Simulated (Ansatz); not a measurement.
## COF2 (carbonyl fluoride): methods side by side

COF2 has 4 atoms, charge 0, and is taken as a singlet. As SMILES, `O=C(F)F`. Geometry: relaxed at PBE0-D4/def2-TZVP.

```xyz
4

O    -1.2427   -0.1574    0.1539
C    -0.0918   -0.0116    0.0114
F     0.8455   -0.8267    0.4247
F     0.4890    0.9957   -0.5900
```

Each level gives the vertical energy of the triplet above the singlet (eV). The values are calculated.

```csv
level,kind,program,value (eV),CPU time (all runs)
BLYP/STO-3G,GGA,Ansatz,6.26,7 s
r2SCAN/STO-3G,meta-GGA,Ansatz,6.28,14 s
BHLYP/STO-3G,global hybrid,Ansatz,5.64,2.8 s
CAM-B3LYP/STO-3G,range-separated hybrid,Ansatz,?,3.5 s
HSE06/STO-3G,range-separated hybrid,Ansatz,?,3.3 s
wB97M-V/STO-3G,range-separated hybrid,Ansatz,6.28,38 s
RPA@PBE/STO-3G,RPA,Ansatz,6.33,11 s
FCI/STO-3G,exact in the basis,Ansatz,6.31,8.8 s
```

Q: Estimate what the levels marked ? give.

A: As computed at these levels: CAM-B3LYP/STO-3G: 6.03 eV; HSE06/STO-3G: 6.11 eV. The values span 5.64 to 6.33 eV. All rows use very small basis sets, so even the best lies far from the true value. Times are those of the runs behind each value, whatever else they computed, on shared processors of several kinds: orders of magnitude only.
